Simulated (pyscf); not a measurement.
`[SiH3][O][SiH3]` + `[F][C]([F])[F]` [doublet] → `[F][C]([F])([F])[SiH2][O][SiH3]` + `[H]` [doublet], a substitution at Si (doublet surface; H–Si broken, C–Si formed). Optimised with ωB97X-D3(BJ)/def2-SVP in PySCF. Energies in kcal/mol from the separated reactants.

Small-basis levels: PySCF, no dispersion term, spherical d functions. AM1 to PM7: differences of heats of formation from MOPAC. Open shells are spin-unrestricted. 

```json
[
 {"level": "HF/3-21G", "barrier": "[?]", "reaction energy": "+2.1"},
 {"level": "SVWN5/6-31G*", "barrier": "-6.1", "reaction energy": "+0.7"},
 {"level": "B3LYP/STO-3G", "barrier": "35.1", "reaction energy": "+38.2"},
 {"level": "M06-2X/6-31G*", "barrier": "14.4", "reaction energy": "+2.8"},
 {"level": "B3LYP/def2-SVP", "barrier": "[?]", "reaction energy": "+11.4"},
 {"level": "AM1", "barrier": "41.3", "reaction energy": "+36.5"},
 {"level": "PM3", "barrier": "13.9", "reaction energy": "+22.9"},
 {"level": "PM6", "barrier": "13.2", "reaction energy": "+11.8"},
 {"level": "PM7", "barrier": "8.3", "reaction energy": "-0.8"},
 {"level": "ωB97M-D3(BJ)/def2-TZVP", "barrier": "[?]", "reaction energy": "+6.6"}
]
```

### Question
Some entries are withheld; supply them.

### Answer

- HF/3-21G, barrier: 37.0
- B3LYP/def2-SVP, barrier: 17.9
- ωB97M-D3(BJ)/def2-TZVP, barrier: 17.7

Against the last row the barrier runs from -23.8 (SVWN5/6-31G*) to +23.6 kcal/mol (AM1). At SVWN5/6-31G*, B3LYP/STO-3G, PM3 this geometry lies under one side, so the entry may be no barrier of that level: it is a single point on another level's saddle. ωB97M-D3(BJ)/def2-TZVP has limits of its own. F–C(F)(F)–SiH₂–O–SiH₃ lies 40.1 kcal/mol over its isomer F–CH(F)–SiH(F)–O–SiH₃ (electronic energy, ωB97M-D3(BJ)). This is the saddle that the search found; another between the same sides may lie lower. The angle at the attacked Si is 155°.
